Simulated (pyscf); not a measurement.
PySCF, gas phase, ωB97X-D3(BJ)/def2-SVP geometries.

### Question
For the elementary gas-phase step CH₄ + HO–ZnH -> H₃C–ZnH + H₂O (singlet surface; C–H, O–Zn broken, C–Zn, H–O formed), what barrier and reaction energy does ωB97M-D3(BJ)/def2-TZVP give, measured from the separated reactants?

### Answer
ΔE‡ = 144.6 kJ/mol, ΔE = +69.8 kJ/mol. Zero-point energy shifts the barrier by -6.4 kJ/mol. It is a four-centre exchange, with an imaginary mode of 1406i cm⁻¹. On the product side the descent ends in a complex, 32.7 kJ/mol under the separated species and 104.7 kJ/mol under the saddle at ωB97X-D3(BJ)/def2-TZVP. This is the saddle that the search found; another between the same sides may lie lower. Elements up to Kr have no core potential and no relativistic terms here.
